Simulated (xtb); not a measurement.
xtb input:

```bash
xtb mol.xyz --gfn 1 --opt tight --chrg 0 --uhf 0
```
mol.xyz:
```
6

C      0.01118773     0.75889942    -0.01238914
C      1.30488840     1.02329449     0.00343307
Cl    -0.63700773    -0.85323169     0.00417952
H     -0.75905041     1.51625302    -0.03695357
H      2.05291747     0.24314247     0.02802818
H      1.63880765     2.05237986    -0.00839007
```

Task: Predict the final energy.

Result: -10.05879 Eh (GFN1-xTB).
